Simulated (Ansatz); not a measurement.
**BH₄O (doublet): from Hartree-Fock to the top rungs at distance O1–H3 along a hydrogen transfer = 1.089 Å, cc-pVDZ**

An exercise on one series of results from a longer session: the logs are not shown, and one member is left open.

Computed with Ansatz 0.2.0, Gaussian basis. Level: cc-pVDZ, core rule «outside noble gas», up to 2 orbitals frozen.

To be run: UHF; CCSD(T) on ROHF; CCSD(T) on UHF; BCCD(T) on ROHF; CISD; CCSDT(Q) on ROHF; CCSDT(Q) on UHF; CASSCF and MRCISD+Q, 3 electrons in 3 orbitals; CASSCF and NEVPT2, 3 electrons in 3 orbitals.

10 further runs of the same task are left out: 1 for a mislabelled method, 8 that didn't finish, 1 set aside as unsound or not needed.

### What is computed

The geometry derives from fragments relaxed apart (PBE0/def2-TZVP) and kept rigid, so it is no stationary point. A hydrogen atom is moved between rigid fragments.

6 atoms, charge 0, spin multiplicity 2.

Atoms are counted from 1 here; the program's logs count them from 0.

Bond lengths: O1–H2 0.960 Å, O1–H3 1.089 Å, H3–B4 1.342 Å, B4–H5 1.191 Å, B4–H6 1.191 Å. Angles: H2–O1–H3 105.1°, O1–H3–B4 180.0°, H3–B4–H5 115.3°, H3–B4–H6 115.3°, H5–B4–H6 129.4°.

The first run:

The input, in.yaml:

```yaml
crystal:
  periodic: [false, false, false]
  atoms:
    - {symbol: O, position_ang: [-1.071739, -0.030281, 0.000000]}
    - {symbol: H, position_ang: [-1.321048, 0.896295, 0.000000]}
    - {symbol: H, position_ang: [0.017261, -0.030281, 0.000000]}
    - {symbol: B, position_ang: [1.359261, -0.030281, 0.000000]}
    - {symbol: H, position_ang: [1.868335, -0.030281, 1.077008]}
    - {symbol: H, position_ang: [1.868334, -0.030281, -1.077009]}
basis:
  gaussian: {orbitals: cc-pVDZ}
magnetization: {spin_polarized: true, initial_magnetization: 1}
hamiltonian: {xc: hf}
output: {orbitals: {seedname: orbitals}}
```

On the command line:

```bash
ansatz run in.yaml --threads 1 --pin off --events-out ev --progress --plain --max-ram 2393MiB
```

Among the steps run: UHF; CCSD(T) on ROHF; CCSD(T) on UHF; BCCD(T) on ROHF; CISD; CCSDT(Q) on ROHF; CCSDT(Q) on UHF; CASSCF and MRCISD+Q, 3 electrons in 3 orbitals; CASSCF and NEVPT2, 3 electrons in 3 orbitals.

One table of the session follows, with a row left open; its other results are not shown here.

```
       method  from UCCSDT(Q) (meV)
         ROHF               +8906.7
          UHF               +8680.7
         RMP2                     ?
         UMP2               +1028.2
         CISD                +876.8
        RCCSD                +210.0
        UCCSD                +201.8
     RCCSD(T)                 +36.9
     UCCSD(T)                 +37.6
      BCCD(T)                 +37.0
       RCCSDT                 +18.8
       UCCSDT                 +17.9
    RCCSDT(Q)                  +0.7
    UCCSDT(Q)                     0
  CASSCF pair               +8236.0
  NEVPT2 pair               +1014.9
  MRCISD pair                +776.7
MRCISD+Q pair                +108.4
```

Estimate the missing values for RMP2.

As computed: from UCCSDT(Q) (meV): +930.6. In the column «from UCCSDT(Q) (meV)» it lies between CISD (+876.8) and NEVPT2 pair (+1014.9).

To keep in mind: Restricted and unrestricted rows rest on different reference determinants; where their highest levels disagree by more than a few hundredths of an eV, they describe different states and don't form one ladder.
